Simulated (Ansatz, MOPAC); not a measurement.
## A ladder of methods for SiO (SMILES O=[Si])

SiO, singlet, SMILES `O=[Si]`. Each level relaxes the structure for itself.

Each level gives the harmonic wavenumber (cm⁻¹). The values are calculated.

```json
{"level": "AM1", "kind": "semi-empirical", "program": "MOPAC", "value (cm⁻¹)": "1250", "less CCSD(T)/cc-pVTZ": "+26"}
{"level": "MNDOD", "kind": "semi-empirical", "program": "MOPAC", "value (cm⁻¹)": "1375", "less CCSD(T)/cc-pVTZ": "+151"}
{"level": "PM6", "kind": "semi-empirical", "program": "MOPAC", "value (cm⁻¹)": "342", "less CCSD(T)/cc-pVTZ": "-882"}
{"level": "PM6-DH+", "kind": "semi-empirical", "program": "MOPAC", "value (cm⁻¹)": "343", "less CCSD(T)/cc-pVTZ": "-881"}
{"level": "HF/cc-pVTZ", "kind": "Hartree–Fock", "program": "Ansatz", "value (cm⁻¹)": "1402", "less CCSD(T)/cc-pVTZ": "+178"}
{"level": "BLYP/cc-pVTZ", "kind": "GGA", "program": "Ansatz", "value (cm⁻¹)": "1181", "less CCSD(T)/cc-pVTZ": "-43"}
{"level": "B2PLYP/cc-pVTZ", "kind": "double hybrid", "program": "Ansatz", "value (cm⁻¹)": "1211", "less CCSD(T)/cc-pVTZ": "-13"}
{"level": "MP2/cc-pVTZ", "kind": "perturbation theory", "program": "Ansatz", "value (cm⁻¹)": "1192", "less CCSD(T)/cc-pVTZ": "-32"}
{"level": "CCSD(T)/cc-pVTZ", "kind": "coupled cluster or CI", "program": "Ansatz", "value (cm⁻¹)": "1224", "less CCSD(T)/cc-pVTZ": "0"}
```

Differences are taken from CCSD(T)/cc-pVTZ for orientation; it has basis-set and higher-order errors of its own. Its T1 diagnostic reaches 0.028, a sign that one reference may not serve. Harmonic and unscaled. The values span 342 to 1402 cm⁻¹.
